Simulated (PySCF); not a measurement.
Geometries of 4 isomers of [C4H7S]- (charge -1), from PBE0-D3(BJ)/def2-SVP geometry optimisation, gas phase (PySCF). One conformer each, no zero-point energy, no frequencies.

Question: Which isomer lies lowest at this level?
A.
```xyz
12
angstrom
C      2.021   -0.546    0.013
C      0.830    0.006   -0.271
C     -0.368    0.072    0.616
C     -1.566   -0.636   -0.014
S     -0.709    1.838    0.906
H      2.869   -0.486   -0.678
H      2.203   -1.030    0.980
H      0.682    0.508   -1.238
H     -0.124   -0.450    1.564
H     -1.814   -0.150   -0.973
H     -2.442   -0.508    0.642
H     -1.389   -1.717   -0.189
```
B.
```xyz
12
angstrom
C     -2.092    0.122    0.414
C     -0.626   -0.124    0.584
C      0.265   -0.199   -0.419
C      1.745   -0.328   -0.297
S      2.521    1.140   -1.045
H     -2.714   -0.668    0.878
H     -2.360    0.168   -0.655
H     -2.417    1.077    0.872
H     -0.257   -0.200    1.617
H     -0.089   -0.089   -1.454
H      2.007   -0.465    0.773
H      2.064   -1.265   -0.807
```
C.
```xyz
12
angstrom
C     -2.195    0.365   -0.140
C     -1.070   -0.259   -0.509
C      0.308    0.311   -0.527
C      1.312   -0.429    0.380
S      2.978    0.263    0.292
H     -3.163   -0.147   -0.121
H     -2.182    1.418    0.165
H     -1.143   -1.320   -0.795
H      0.731    0.270   -1.547
H      0.304    1.376   -0.239
H      1.285   -1.503    0.086
H      0.896   -0.407    1.411
```
D.
```xyz
12
angstrom
C      1.846    0.167   -0.216
C      0.406   -0.167   -0.424
C     -0.569    0.059    0.504
C     -1.987   -0.334    0.152
S     -0.362    0.761    2.077
H      1.940    0.609    0.791
H      2.236    0.895   -0.956
H      2.512   -0.719   -0.274
H      0.117   -0.623   -1.383
H     -2.649    0.546    0.216
H     -2.372   -1.056    0.891
H     -2.074   -0.775   -0.860
```

Answer: D. That is `C/C=C(/C)[S-]`, 14.8 kcal/mol below the next.

```tsv
SMILES	atoms numbered as above	E (Eh)	relative (kcal/mol)	relative (kJ/mol)	dipole about centre of mass (D)
C/C=C(/C)[S-]	[CH3:1]/[CH:2]=[C:3](/[CH3:4])[S-:5]	-554.28247	0.0	0.0	2.86
C=C[C@H](C)[S-]	[CH2:1]=[CH:2][C@H:3]([CH3:4])[S-:5]	-554.25888	14.8	61.9	3.85
C/C=C/C[S-]	[CH3:1]/[CH:2]=[CH:3]/[CH2:4][S-:5]	-554.25478	17.4	72.7	6.25
C=CCC[S-]	[CH2:1]=[CH:2][CH2:3][CH2:4][S-:5]	-554.25024	20.2	84.6	6.94
```
